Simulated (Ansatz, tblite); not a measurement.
**Si(PMe2)H3 (C2H9PSi): one state, many levels**

How do method and basis change the picture of Si(PMe2)H3 (C2H9PSi) (singlet)?

The runs use Ansatz 0.2.0, Gaussian basis; as each input shows.

The runs, in order: GFN1-xTB, GFN2-xTB, PBE-D4/def2-TZVP, r2SCAN-D4/def2-TZVP, ωB97M-V/def2-TZVP, LDA/def2-TZVP, LC-ωPBE/def2-TZVP, CAM-B3LYP-D4/def2-TZVP, r2SCAN0-D4/def2-TZVP, HF/def2-TZVP, HSE06-D4/def2-TZVP, PBE-D4/def2-SVP, PBE0-D4/def2-SVP, HF/STO-3G, HF/6-31G, B3LYP-D4/6-31G, PBE0-D4/def2-TZVPD, PBE-D4/def2-TZVPD, r2SCAN-D4/def2-TZVPD, CCSD(T)/def2-TZVP, RPA/def2-TZVP.

## Step 1: The structure

The geometry is that of the singlet, from an earlier relaxation (PBE-D4/def2-SVP).

13 atoms, charge 0, spin multiplicity 1.

Bond lengths: Si1–P2 2.274 Å, Si1–H11 1.506 Å, Si1–H12 1.507 Å, Si1–H13 1.512 Å, P2–C3 1.876 Å, P2–C4 1.876 Å, C3–H5 1.110 Å, C3–H6 1.109 Å, C3–H7 1.108 Å, C4–H8 1.110 Å, C4–H9 1.109 Å, C4–H10 1.108 Å. Angles: P2–Si1–H11 109.3°, P2–Si1–H12 109.2°, P2–Si1–H13 112.5°, H11–Si1–H12 108.6°, H11–Si1–H13 108.6°, H12–Si1–H13 108.6°, Si1–P2–C3 98.4°, Si1–P2–C4 98.3°, C3–P2–C4 99.8°, P2–C3–H5 113.8°, P2–C3–H6 108.5°, P2–C3–H7 109.3°, H5–C3–H6 108.6°, H5–C3–H7 108.9°, H6–C3–H7 107.6°, P2–C4–H8 113.8°, P2–C4–H9 108.5°, P2–C4–H10 109.3° and more.

PBE0-D4/def2-TZVP was run before; its log isn't repeated, and its numbers join the tables.

## Step 2: GFN1-xTB

Tight binding, by tblite at 300 K electronic temperature and without a spin-polarisation term:

```python
tblite.interface.Calculator('GFN1-xTB', numbers, positions, charge=0, uhf=0).singlepoint()
```

Energy -369.0425 eV, HOMO -10.62 eV, LUMO -6.21 eV; 0.013 s.

## Step 3: GFN2-xTB

Tight binding, by tblite at 300 K electronic temperature and without a spin-polarisation term:

```python
tblite.interface.Calculator('GFN2-xTB', numbers, positions, charge=0, uhf=0).singlepoint()
```

Energy -356.6433 eV, HOMO -9.76 eV, LUMO -5.50 eV; 0.009 s.

## Step 4: PBE-D4/def2-TZVP

start.molden holds the orbitals of an earlier run on this state, given as this run's starting guess.

in.yaml reads:

```yaml
crystal:
  periodic: [false, false, false]
  atoms:
    - {symbol: Si, position_ang: [0.437564, 0.684161, -1.663469]}
    - {symbol: P, position_ang: [0.440817, 0.704369, 0.610675]}
    - {symbol: C, position_ang: [1.029516, -1.053343, 0.899168]}
    - {symbol: C, position_ang: [-1.400490, 0.474323, 0.886377]}
    - {symbol: H, position_ang: [0.457980, -1.815526, 0.330081]}
    - {symbol: H, position_ang: [0.942203, -1.281416, 1.980986]}
    - {symbol: H, position_ang: [2.100874, -1.130421, 0.626825]}
    - {symbol: H, position_ang: [-1.837064, -0.371192, 0.315625]}
    - {symbol: H, position_ang: [-1.575565, 0.298125, 1.967092]}
    - {symbol: H, position_ang: [-1.931144, 1.406714, 0.609406]}
    - {symbol: H, position_ang: [1.858255, 0.669429, -2.164352]}
    - {symbol: H, position_ang: [-0.237953, 1.932317, -2.168914]}
    - {symbol: H, position_ang: [-0.284992, -0.517529, -2.229500]}
basis:
  gaussian: {orbitals: def2-TZVP, initial_orbitals: start.molden}
hamiltonian: {xc: pbe, dispersion: d4}
scf: {omitted_lower_state_checks: [starts]}
output: {orbitals: {seedname: orbitals}}
```

Launch:

```
$ ansatz run in.yaml --threads 4 --pin off --events-out ev --progress --plain --max-ram 3916MiB
```

The program printed:

```text
Functional definition: PBE
  name "PBE"
  cite "Perdew, Burke & Ernzerhof, Phys. Rev. Lett. 77, 3865 (1996) doi:10.1103/PhysRevLett.77.3865"
  parent pbe
  parameter kappa = 0.804
  parameter beta = 0.06672455060314922
  exchange = pbe_x(kappa = kappa, mu = beta*pi^2/3)
  correlation = pbe_c(beta = beta)
these checks for a lower state are left out or cut short: starts
1278 factors; their error is unknown
mean field evaluation 1: about -19376.8493 eV, gradient 1.1e1 eV
mean field evaluation 2: about -19376.9486 eV, gradient 1.2e-1 eV
mean field evaluation 4: about -19376.9207 eV, gradient 2.8e-4 eV
mean field -19376.92074138 eV, -712.0887030972 hartree, gradient 8.4e-6 eV, S^2 0.000000; 0 other end points of the search recorded, 0 dependent functions left out
reference -19376.92078900 eV, -712.0887048472 hartree; 25, 25 occupied and 165, 165 virtual orbitals, 1278 factors
Total energy: -19377.21852845 eV, -712.0996465701 hartree
Checks for a lower state left out: starts
```

Wall time 2.2 s (4 threads of Intel Xeon at 2.70GHz, shared host).

Report: HOMO -5.56 eV, LUMO -0.56 eV.

## Step 5: r2SCAN-D4/def2-TZVP

Edit in.yaml of step 4 so:

```diff
@@ -18,3 +18,3 @@
   gaussian: {orbitals: def2-TZVP, initial_orbitals: start.molden}
-hamiltonian: {xc: pbe, dispersion: d4}
+hamiltonian: {xc: r2scan, dispersion: d4}
 scf: {omitted_lower_state_checks: [starts]}
```

The command is unchanged.

The program printed:

```text
Functional definition: r2SCAN
  name "r2SCAN"
  cite "Furness, Kaplan, Ning, Perdew & Sun, J. Phys. Chem. Lett. 11, 8208 (2020) doi:10.1021/acs.jpclett.0c02405"
  cite "Furness, Kaplan, Ning, Perdew & Sun, J. Phys. Chem. Lett. 11, 9248 (2020) doi:10.1021/acs.jpclett.0c03077"
  parent r2scan
  parameter k0 = 0.174
  parameter k1 = 0.065
  parameter a1 = 4.9479
  exchange = r2scan_x(k0 = k0, k1 = k1, a1 = a1)
  correlation = r2scan_c
these checks for a lower state are left out or cut short: starts
1278 factors; their error is unknown
mean field evaluation 1: about -19385.7818 eV, gradient 7.0e0 eV
mean field evaluation 2: about -19385.8189 eV, gradient 5.0e-2 eV
mean field evaluation 4: about -19385.7932 eV, gradient 1.8e-4 eV
mean field -19385.79321742 eV, -712.4147605775 hartree, gradient 1.1e-5 eV, S^2 0.000000; 0 other end points of the search recorded, 0 dependent functions left out
reference -19385.79323145 eV, -712.4147610931 hartree; 25, 25 occupied and 165, 165 virtual orbitals, 1278 factors
Total energy: -19385.86706942 eV, -712.4174745886 hartree
Checks for a lower state left out: starts
```

It took 3.4 s on 4 threads of Intel Xeon at 2.70GHz, shared host.

From the report: HOMO -5.75 eV, LUMO -0.22 eV.

## Step 6: ωB97M-V/def2-TZVP

Edit in.yaml of step 5 so:

```diff
@@ -18,3 +18,3 @@
   gaussian: {orbitals: def2-TZVP, initial_orbitals: start.molden}
-hamiltonian: {xc: r2scan, dispersion: d4}
+hamiltonian: {xc: {name: wB97M-V}}
 scf: {omitted_lower_state_checks: [starts]}
```

Same command.

The program printed, cut to the lines that bear on the results:

```text
Functional definition: wB97M-V
  name "wB97M-V"
  cite "Mardirossian & Head-Gordon, J. Chem. Phys. 144, 214110 (2016) doi:10.1063/1.4952647"
  cite "Becke, J. Chem. Phys. 107, 8554 (1997) doi:10.1063/1.475007"
  cite "Vydrov & Van Voorhis, J. Chem. Phys. 133, 244103 (2010) doi:10.1063/1.3521275"
  # Of w^i u^j: cxij and so on, Table III.
[...]
  gx(w, u) = 1 - cx + cx01*u + cx10*w
  gss(w, u) = css00 + css04*u^4 + css10*w + css20*w^2 + css43*w^4*u^3
  gos(w, u) = cos00 + cos10*w + (cos20 + cos21*u)*w^2 + (cos60 + cos61*u)*w^6
[...]
      + integral(e_c_pw_mod_opposite_spin*gos(b97_w_opposite, b97_u_opposite)) + vv10(b, c)
[...]
1278 factors; their error is unknown
364 factors; integrals over basis functions are off by at most 1.4e-5 eV
[...]
mean field -19385.72334217 eV, -712.4121927094 hartree, gradient 2.5e-5 eV, S^2 0.000000; 0 other end points of the search recorded, 0 dependent functions left out
reference -19385.72339794 eV, -712.4121947591 hartree; 25, 25 occupied and 165, 165 virtual orbitals, 1278 factors
Total energy: -19385.72339794 eV, -712.4121947591 hartree
Checks for a lower state left out: starts
```

It took 8.1 s on 4 threads of Intel Xeon at 2.70GHz, shared host.

HOMO -8.73 eV, LUMO 1.88 eV.

## Step 7: LDA/def2-TZVP

Edit in.yaml of step 6 so:

```diff
@@ -18,3 +18,3 @@
   gaussian: {orbitals: def2-TZVP, initial_orbitals: start.molden}
-hamiltonian: {xc: {name: wB97M-V}}
+hamiltonian: {xc: lda}
 scf: {omitted_lower_state_checks: [starts]}
```

Same command.

The program printed:

```text
Functional definition: SPW92
  name "SPW92"
  cite "Dirac, Proc. Camb. Phil. Soc. 26, 376 (1930) doi:10.1017/S0305004100016108"
  cite "Slater, Phys. Rev. 81, 385 (1951) doi:10.1103/PhysRev.81.385"
  cite "Perdew & Wang, Phys. Rev. B 45, 13244 (1992) doi:10.1103/PhysRevB.45.13244"
  exchange = slater_x
  correlation = pw_c
these checks for a lower state are left out or cut short: starts
1278 factors; their error is unknown
mean field evaluation 1: about -19300.5513 eV, gradient 3.0e1 eV
mean field evaluation 2: about -19300.9622 eV, gradient 5.7e-1 eV
mean field evaluation 4: about -19300.9369 eV, gradient 3.3e-1 eV
mean field evaluation 8: about -19300.9371 eV, gradient 1.1e-5 eV
mean field -19300.93707607 eV, -709.2963549004 hartree, gradient 1.1e-5 eV, S^2 0.000000; 0 other end points of the search recorded, 0 dependent functions left out
reference -19300.93712012 eV, -709.2963565192 hartree; 25, 25 occupied and 165, 165 virtual orbitals, 1278 factors
Total energy: -19300.93712012 eV, -709.2963565192 hartree
Checks for a lower state left out: starts
```

It took 1.4 s on 4 threads of Intel Xeon at 2.70GHz, shared host.

From the report: HOMO -5.64 eV, LUMO -0.78 eV.

## Step 8: LC-ωPBE/def2-TZVP

Edit in.yaml of step 7 so:

```diff
@@ -18,3 +18,3 @@
   gaussian: {orbitals: def2-TZVP, initial_orbitals: start.molden}
-hamiltonian: {xc: lda}
+hamiltonian: {xc: {name: LC-wPBE}}
 scf: {omitted_lower_state_checks: [starts]}
```

The command is unchanged.

The program printed, cut to the lines that bear on the results:

```text
Functional definition: LC-wPBE
  name "LC-wPBE"
  cite "Vydrov & Scuseria, J. Chem. Phys. 125, 234109 (2006) doi:10.1063/1.2409292"
  cite "Heyd & Scuseria, J. Chem. Phys. 120, 7274 (2004) doi:10.1063/1.1668634"
  cite "Ernzerhof & Perdew, J. Chem. Phys. 109, 3313 (1998) doi:10.1063/1.476928"
  cite "Perdew, Burke & Ernzerhof, Phys. Rev. Lett. 77, 3865 (1996) doi:10.1103/PhysRevLett.77.3865"
  parent pbe
[...]
1278 factors; their error is unknown
469 factors; integrals over basis functions are off by at most 1.9e-5 eV
[...]
mean field -19382.16290452 eV, -712.2813490393 hartree, gradient 2.2e-5 eV, S^2 0.000000; 0 other end points of the search recorded, 0 dependent functions left out
reference -19382.16290453 eV, -712.2813490395 hartree; 25, 25 occupied and 165, 165 virtual orbitals, 1278 factors
Total energy: -19382.16290453 eV, -712.2813490395 hartree
Checks for a lower state left out: starts
```

It took 3.1 s on 4 threads of Intel Xeon at 2.70GHz, shared host.

Report: HOMO -9.19 eV, LUMO 2.34 eV.

## Step 9: CAM-B3LYP-D4/def2-TZVP

Edit in.yaml of step 8 so:

```diff
@@ -18,3 +18,3 @@
   gaussian: {orbitals: def2-TZVP, initial_orbitals: start.molden}
-hamiltonian: {xc: {name: LC-wPBE}}
+hamiltonian: {xc: {name: CAM-B3LYP}, dispersion: d4}
 scf: {omitted_lower_state_checks: [starts]}
```

Same command.

The program printed, cut to the lines that bear on the results:

```text
Functional definition: CAM-B3LYP
  name "CAM-B3LYP"
  cite "Yanai, Tew & Handy, Chem. Phys. Lett. 393, 51 (2004) doi:10.1016/j.cplett.2004.06.011"
  cite "Iikura, Tsuneda, Yanai & Hirao, J. Chem. Phys. 115, 3540 (2001) doi:10.1063/1.1383587"
  cite "Becke, Phys. Rev. A 38, 3098 (1988) doi:10.1103/PhysRevA.38.3098"
  cite "Lee, Yang & Parr, Phys. Rev. B 37, 785 (1988) doi:10.1103/PhysRevB.37.785"
  cite "Vosko, Wilk & Nusair, Can. J. Phys. 58, 1200 (1980) doi:10.1139/p80-159"
[...]
  # Exact exchange under (alpha + beta erf(omega r))/r, Becke's under what is left of 1/r.
[...]
1299 factors; their error is unknown
382 factors; integrals over basis functions are off by at most 1.6e-5 eV
[...]
mean field -19387.57846911 eV, -712.4803673671 hartree, gradient 2.2e-5 eV, S^2 0.000000; 0 other end points of the search recorded, 0 dependent functions left out
reference -19387.57861682 eV, -712.4803727953 hartree; 25, 25 occupied and 165, 165 virtual orbitals, 1299 factors
Total energy: -19387.83589815 eV, -712.4898277100 hartree
Checks for a lower state left out: starts
```

Run time: 3.8 s. Hardware: 4 threads of Intel Xeon at 2.70GHz, shared host.

HOMO -7.89 eV, LUMO 1.20 eV.

## Step 10: r2SCAN0-D4/def2-TZVP

Edit in.yaml of step 9 so:

```diff
@@ -18,3 +18,3 @@
   gaussian: {orbitals: def2-TZVP, initial_orbitals: start.molden}
-hamiltonian: {xc: {name: CAM-B3LYP}, dispersion: d4}
+hamiltonian: {xc: {name: r2SCAN0}, dispersion: d4}
 scf: {omitted_lower_state_checks: [starts]}
```

Launched as before.

The program printed, cut to the lines that bear on the results:

```text
Functional definition: r2SCAN0
  name "r2SCAN0"
  cite "Bursch, Neugebauer, Ehlert & Grimme, J. Chem. Phys. 156, 134105 (2022) doi:10.1063/5.0086040"
  cite "Furness, Kaplan, Ning, Perdew & Sun, J. Phys. Chem. Lett. 11, 8208 (2020) doi:10.1021/acs.jpclett.0c02405"
  cite "Furness, Kaplan, Ning, Perdew & Sun, J. Phys. Chem. Lett. 11, 9248 (2020) doi:10.1021/acs.jpclett.0c03077"
  parent r2scan
[...]
1306 factors; their error is unknown
[...]
mean field -19385.41805666 eV, -712.4009736741 hartree, gradient 2.0e-5 eV, S^2 0.000000; 0 other end points of the search recorded, 0 dependent functions left out
reference -19385.41806786 eV, -712.4009740854 hartree; 25, 25 occupied and 165, 165 virtual orbitals, 1306 factors
Total energy: -19385.50499429 eV, -712.4041685729 hartree
Checks for a lower state left out: starts
```

It took 4.2 s on 4 threads of Intel Xeon at 2.70GHz, shared host.

From the report: HOMO -6.75 eV, LUMO 0.46 eV.

## Step 11: HF/def2-TZVP

Edit in.yaml of step 10 so:

```diff
@@ -18,3 +18,3 @@
   gaussian: {orbitals: def2-TZVP, initial_orbitals: start.molden}
-hamiltonian: {xc: {name: r2SCAN0}, dispersion: d4}
+hamiltonian: {xc: hf}
 scf: {omitted_lower_state_checks: [starts]}
```

The command is unchanged.

The program printed:

```text
Functional definition: HF
  name "HF"
  cite "Fock, Z. Phys. 61, 126 (1930) doi:10.1007/BF01340294"
  parent pbe
  exchange = exact_x
  correlation = 0
these checks for a lower state are left out or cut short: starts
1510 factors; their error is unknown
mean field evaluation 1: about -19338.0162 eV, gradient 3.0e1 eV
mean field evaluation 2: about -19338.7735 eV, gradient 9.0e-1 eV
mean field evaluation 4: about -19338.9929 eV, gradient 3.8e-1 eV
mean field -19338.99300588 eV, -710.6948845260 hartree, gradient 9.2e-6 eV, S^2 0.000000; 0 other end points of the search recorded, 0 dependent functions left out
reference -19338.99300588 eV, -710.6948845260 hartree; 25, 25 occupied and 165, 165 virtual orbitals, 1510 factors
Total energy: -19338.99300588 eV, -710.6948845260 hartree
Checks for a lower state left out: starts
```

It took 1.9 s on 4 threads of Intel Xeon at 2.70GHz, shared host.

From the report: HOMO -9.09 eV, LUMO 3.17 eV.

## Step 12: HSE06-D4/def2-TZVP

Edit in.yaml of step 11 so:

```diff
@@ -18,3 +18,3 @@
   gaussian: {orbitals: def2-TZVP, initial_orbitals: start.molden}
-hamiltonian: {xc: hf}
+hamiltonian: {xc: hse06, dispersion: d4}
 scf: {omitted_lower_state_checks: [starts]}
```

Same command.

The program printed, cut to the lines that bear on the results:

```text
Functional definition: HSE06
  name "HSE06"
  cite "Heyd, Scuseria & Ernzerhof, J. Chem. Phys. 118, 8207 (2003) doi:10.1063/1.1564060"
  cite "Krukau, Vydrov, Izmaylov & Scuseria, J. Chem. Phys. 125, 224106 (2006) doi:10.1063/1.2404663"
  cite "Heyd & Scuseria, J. Chem. Phys. 120, 7274 (2004) doi:10.1063/1.1668634"
  cite "Ernzerhof & Perdew, J. Chem. Phys. 109, 3313 (1998) doi:10.1063/1.476928"
  cite "Perdew, Burke & Ernzerhof, Phys. Rev. Lett. 77, 3865 (1996) doi:10.1103/PhysRevLett.77.3865"
  parent pbe
[...]
  # The whole range is PBE's own exchange, as in plane waves. The composition of these papers is wPBEh.
[...]
1306 factors; their error is unknown
103 factors; integrals over basis functions are off by at most 6.5e-7 eV
[...]
mean field -19378.52161054 eV, -712.1475339536 hartree, gradient 2.2e-5 eV, S^2 0.000000; 0 other end points of the search recorded, 0 dependent functions left out
reference -19378.52165777 eV, -712.1475356894 hartree; 25, 25 occupied and 165, 165 virtual orbitals, 1306 factors
Total energy: -19378.75769583 eV, -712.1562099280 hartree
Checks for a lower state left out: starts
```

It took 2.9 s on 4 threads of Intel Xeon at 2.70GHz, shared host.

HOMO -6.23 eV, LUMO -0.12 eV.

## Step 13: PBE-D4/def2-SVP

Edit in.yaml of step 12 so:

```diff
@@ -17,4 +17,4 @@
 basis:
-  gaussian: {orbitals: def2-TZVP, initial_orbitals: start.molden}
-hamiltonian: {xc: hse06, dispersion: d4}
+  gaussian: {orbitals: def2-SVP, initial_orbitals: start.molden}
+hamiltonian: {xc: pbe, dispersion: d4}
 scf: {omitted_lower_state_checks: [starts]}
```

Launched as before.

The program printed:

```text
Functional definition: PBE
  name "PBE"
  cite "Perdew, Burke & Ernzerhof, Phys. Rev. Lett. 77, 3865 (1996) doi:10.1103/PhysRevLett.77.3865"
  parent pbe
  parameter kappa = 0.804
  parameter beta = 0.06672455060314922
  exchange = pbe_x(kappa = kappa, mu = beta*pi^2/3)
  correlation = pbe_c(beta = beta)
these checks for a lower state are left out or cut short: starts
1241 factors; their error is unknown
mean field evaluation 1: about -19368.3505 eV, gradient 7.5e0 eV
mean field evaluation 2: about -19368.5010 eV, gradient 1.4e-1 eV
mean field evaluation 4: about -19368.4439 eV, gradient 1.5e-4 eV
mean field -19368.44389027 eV, -711.7771845648 hartree, gradient 1.2e-5 eV, S^2 0.000000; 0 other end points of the search recorded, 0 dependent functions left out
reference -19368.44392803 eV, -711.7771859524 hartree; 25, 25 occupied and 84, 84 virtual orbitals, 1241 factors
Total energy: -19368.74166748 eV, -711.7881276752 hartree
Checks for a lower state left out: starts
```

Run time: 1.2 s. Hardware: 4 threads of Intel Xeon at 2.70GHz, shared host.

Report: HOMO -5.48 eV, LUMO -0.19 eV.

## Step 14: PBE0-D4/def2-SVP

Edit in.yaml of step 13 so:

```diff
@@ -18,3 +18,3 @@
   gaussian: {orbitals: def2-SVP, initial_orbitals: start.molden}
-hamiltonian: {xc: pbe, dispersion: d4}
+hamiltonian: {xc: pbe0, dispersion: d4}
 scf: {omitted_lower_state_checks: [starts]}
```

Launched as before.

The program printed:

```text
Functional definition: PBE0
  name "PBE0"
  cite "Adamo & Barone, J. Chem. Phys. 110, 6158 (1999) doi:10.1063/1.478522"
  cite "Perdew, Burke & Ernzerhof, Phys. Rev. Lett. 77, 3865 (1996) doi:10.1103/PhysRevLett.77.3865"
  parent pbe
  parameter a = 0.25
  parameter kappa = 0.804
  parameter beta = 0.06672455060314922
  exchange = (1 - a)*pbe_x(kappa = kappa, mu = beta*pi^2/3) + a*exact_x
  correlation = pbe_c(beta = beta)
these checks for a lower state are left out or cut short: starts
1246 factors; their error is unknown
mean field evaluation 1: about -19370.5217 eV, gradient 4.9e0 eV
mean field evaluation 2: about -19370.5966 eV, gradient 5.4e-2 eV
mean field evaluation 4: about -19370.7146 eV, gradient 7.0e-5 eV
mean field -19370.71457449 eV, -711.8606306707 hartree, gradient 7.1e-5 eV, S^2 0.000000; 0 other end points of the search recorded, 0 dependent functions left out
reference -19370.71460366 eV, -711.8606317424 hartree; 25, 25 occupied and 84, 84 virtual orbitals, 1246 factors
Total energy: -19370.96732726 eV, -711.8699191634 hartree
Checks for a lower state left out: starts
```

Wall time 1.4 s (4 threads of Intel Xeon at 2.70GHz, shared host).

HOMO -6.59 eV, LUMO 0.64 eV.

## Step 15: HF/STO-3G

Edit in.yaml of step 14 so:

```diff
@@ -17,4 +17,4 @@
 basis:
-  gaussian: {orbitals: def2-SVP, initial_orbitals: start.molden}
-hamiltonian: {xc: pbe0, dispersion: d4}
+  gaussian: {orbitals: STO-3G}
+hamiltonian: {xc: hf}
 scf: {omitted_lower_state_checks: [starts]}
```

Same command.

The program printed:

```text
Functional definition: HF
  name "HF"
  cite "Fock, Z. Phys. 61, 126 (1930) doi:10.1007/BF01340294"
  parent pbe
  exchange = exact_x
  correlation = 0
these checks for a lower state are left out or cut short: starts
462 factors; integrals over basis functions are off by at most 3.3e-5 eV
mean field evaluation 1: about -19117.4842 eV, gradient 1.2e1 eV
mean field evaluation 2: about -19117.6197 eV, gradient 1.2e1 eV
mean field evaluation 4: about -19118.3053 eV, gradient 8.0e-1 eV
mean field evaluation 8: about -19118.3081 eV, gradient 2.3e-5 eV
mean field -19118.30807847 eV, -702.5848630292 hartree, gradient 2.7e-5 eV, S^2 0.000000; 0 other end points of the search recorded, 0 dependent functions left out
reference -19118.30807847 eV, -702.5848630292 hartree; 25, 25 occupied and 12, 12 virtual orbitals, 462 factors
Total energy: -19118.30807847 eV, -702.5848630292 hartree
Checks for a lower state left out: starts
```

It took 0.26 s on 4 threads of Intel Xeon at 2.70GHz, shared host.

HOMO -6.66 eV, LUMO 10.45 eV.

## Step 16: HF/6-31G

Edit in.yaml of step 15 so:

```diff
@@ -17,3 +17,3 @@
 basis:
-  gaussian: {orbitals: STO-3G}
+  gaussian: {orbitals: 6-31G}
 hamiltonian: {xc: hf}
```

Same command.

The program printed:

```text
Functional definition: HF
  name "HF"
  cite "Fock, Z. Phys. 61, 126 (1930) doi:10.1007/BF01340294"
  parent pbe
  exchange = exact_x
  correlation = 0
these checks for a lower state are left out or cut short: starts
822 factors; integrals over basis functions are off by at most 2.0e-4 eV
mean field evaluation 1: about -19331.9790 eV, gradient 2.0e1 eV
mean field evaluation 2: about -19331.9774 eV, gradient 2.0e1 eV
mean field evaluation 4: about -19333.3573 eV, gradient 2.1e0 eV
mean field evaluation 8: about -19333.3739 eV, gradient 1.1e-2 eV
mean field -19333.37385446 eV, -710.4883845201 hartree, gradient 1.7e-5 eV, S^2 0.000000; 0 other end points of the search recorded, 0 dependent functions left out
reference -19333.37385446 eV, -710.4883845201 hartree; 25, 25 occupied and 37, 37 virtual orbitals, 822 factors
Total energy: -19333.37385446 eV, -710.4883845201 hartree
Checks for a lower state left out: starts
```

It took 0.56 s on 4 threads of Intel Xeon at 2.70GHz, shared host.

From the report: HOMO -9.03 eV, LUMO 3.52 eV.

## Step 17: B3LYP-D4/6-31G

Edit in.yaml of step 16 so:

```diff
@@ -18,3 +18,3 @@
   gaussian: {orbitals: 6-31G}
-hamiltonian: {xc: hf}
+hamiltonian: {xc: {name: B3LYP}, dispersion: d4}
 scf: {omitted_lower_state_checks: [starts]}
```

The command is unchanged.

The program printed, cut to the lines that bear on the results:

```text
Functional definition: B3LYP
  name "B3LYP"
  cite "Stephens, Devlin, Chabalowski & Frisch, J. Phys. Chem. 98, 11623 (1994) doi:10.1021/j100096a001"
  cite "Becke, Phys. Rev. A 38, 3098 (1988) doi:10.1103/PhysRevA.38.3098"
  cite "Lee, Yang & Parr, Phys. Rev. B 37, 785 (1988) doi:10.1103/PhysRevB.37.785"
  cite "Vosko, Wilk & Nusair, Can. J. Phys. 58, 1200 (1980) doi:10.1139/p80-159"
[...]
822 factors; integrals over basis functions are off by at most 2.0e-4 eV
[...]
mean field -19385.34608847 eV, -712.3983288918 hartree, gradient 4.7e-5 eV, S^2 0.000000; 0 other end points of the search recorded, 0 dependent functions left out
reference -19385.34633083 eV, -712.3983377984 hartree; 25, 25 occupied and 37, 37 virtual orbitals, 822 factors
Total energy: -19385.82623416 eV, -712.4159739206 hartree
Checks for a lower state left out: starts
```

Wall time 1.3 s (4 threads of Intel Xeon at 2.70GHz, shared host).

HOMO -6.24 eV, LUMO 0.38 eV.

(Part 1 of 2 ends here.)
